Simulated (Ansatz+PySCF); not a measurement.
singlet CH₂F₂: levels of theory in one basis

```xyz
5

C     0.4910    0.0000    0.0000
H     1.1116    0.6461    0.6461
H     1.1116   -0.6461   -0.6461
F    -0.2872    0.7749   -0.7749
F    -0.2872   -0.7749    0.7749
```

Basis set: def2-SVP (spherical functions). Left uncorrelated: 3 orbitals. Charge 0, multiplicity 1.

Computed with Ansatz (development build ahead of 0.2.0); each method stands on the lowest determinant of its kind that the runs found. NEVPT2 correlates all electrons. Active spaces start from the frontier orbitals, and the lowest solution found is given.

```tsv
method	E − E(RHF) (eV)	<S²> of the determinant
RHF	0.00	0.00
RHF-MP2	-13.78	–
RHF-CCSD	-14.28	–
CASSCF(2,2)	-0.47	–
SC-NEVPT2(2,2)	-13.93	–
```

(1) What does RHF-CCSD(T) give on the same scale?

(2) Is a single determinant a sound starting point here?

Results:

(1) -14.53 eV.

(2) By this sign, yes. Unrestricted orbitals gain 0.00 eV and <S²> is 0.00 against 0.00 for a pure state. The CASSCF(2,2) natural occupations are 1.98, 0.02.

Caution for CASSCF(2,2): other starts end on other solutions of this active space.
